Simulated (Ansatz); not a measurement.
Vanadium, bcc: convergence with the plane-wave cutoff

Computed with Ansatz, LDA, scalar-relativistic PAW, on the relaxed cell (a = 2.927 Å; spin not included). Errors count from a run at 420 eV on a Γ-centred 25×25×25 mesh with Fermi-Dirac smearing of 0.1 eV, extrapolated to zero width. Fixed here: mesh 15×15×15, Fermi-Dirac width 0.1 eV. The pressure holds a Pulay correction and is unreliable far below the recommended cutoff. The SCF starts from atomic densities corrected by a trained network.

| cutoff (eV) | E(σ→0) error (meV/atom) | P (GPa) | SCF iterations |
| --- | --- | --- | --- |
| 150 | 28644.6 | -99.08 | 7 |
| 200 | 7260.3 | -10.52 | 6 |
| 250 | 1388.0 | 2.99 | 7 |
| 300 | 197.9 | -0.20 | 6 |
| 350 | 19.1 | -0.16 | 6 |
| 500 | -2.1 | 0.00 | 6 |
| 600 | -2.5 | 0.00 | 6 |
| 800 | -3.0 | -0.01 | 6 |

**Question.** What does the run at 420 give (cutoff)?

**Answer.** E(σ→0) error (meV/atom): -1.6; P (GPa): 0.00; SCF iterations: 6.

Within 5 meV/atom of the last row: from 420 eV on.
